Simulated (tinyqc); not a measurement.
Inside a calculation. Method: G0W0 on RHF in the sto-6g basis, for OH-, spin multiplicity 1. The basis has no diffuse functions, so it cannot describe the extra electron: this is an exercise in the method, not the real anion. One step of it, computed by the program tinyqc.

Task: Orthogonalisation. S = U s U^T; symmetric (Loewdin) form X = U s^(-1/2) U^T, so that X^T S X = 1.

overlap S:
```
           1O 1s     1O 2s    1O 2px    1O 2py    1O 2pz     2H 1s
1O 1s   1.000000  0.231145  0.000000  0.000000  0.000000  0.024151
1O 2s   0.231145  1.000000  0.000000  0.000000  0.000000  0.275853
1O 2px  0.000000  0.000000  1.000000  0.000000  0.000000  0.000000
1O 2py  0.000000  0.000000  0.000000  1.000000  0.000000  0.000000
1O 2pz  0.000000  0.000000  0.000000  0.000000  1.000000  0.258583
2H 1s   0.024151  0.275853  0.000000  0.000000  0.258583  1.000000
```

Give: eigenvalues of S; X.

Result:

eigenvalues of S: 0.5898  0.8474  1.0000  1.0000  1.1328  1.4299

X:
```
          1O 1s    1O 2s  1O 2px  1O 2py   1O 2pz    2H 1s
1O 1s    1.0213  -0.1233  0.0000  0.0000  -0.0033   0.0141
1O 2s   -0.1233   1.0543  0.0000  0.0000   0.0307  -0.1550
1O 2px   0.0000   0.0000  1.0000  0.0000   0.0000   0.0000
1O 2py   0.0000   0.0000  0.0000  1.0000   0.0000   0.0000
1O 2pz  -0.0033   0.0307  0.0000  0.0000   1.0281  -0.1424
2H 1s    0.0141  -0.1550  0.0000  0.0000  -0.1424   1.0605
```
